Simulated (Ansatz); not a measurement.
Consider Ir in the fcc (Cu type) structure (space group Fm-3m, No. 225).

```
CELL_PARAMETERS angstrom
      0.00000     1.91524     1.91524
      1.91524     0.00000     1.91524
      1.91524     1.91524     0.00000
ATOMIC_POSITIONS crystal
  Ir 0.00000 0.00000 0.00000
```

The values are results of DFT with PBEsol, PAW potentials and a 420 eV plane-wave cutoff in Ansatz (an electronic-structure program), without spin-orbit coupling, not measurements.

| level | lattice parameter a |
|---|---|
| PBEsol | 3.830 Å |

**Question.** What does experiment give, and how far off is each level?

**Answer.** Measured: lattice parameter a 3.831 Å (static lattice; corrected from measurement; as listed in Daniel Mejia-Rodriguez, S. B. Trickey, Phys. Rev. B (2018)). Computed minus measured — lattice parameter a: PBEsol -0.0 %.

Whether these cells are dynamically stable was not tested. The final runs are not spin-polarised.
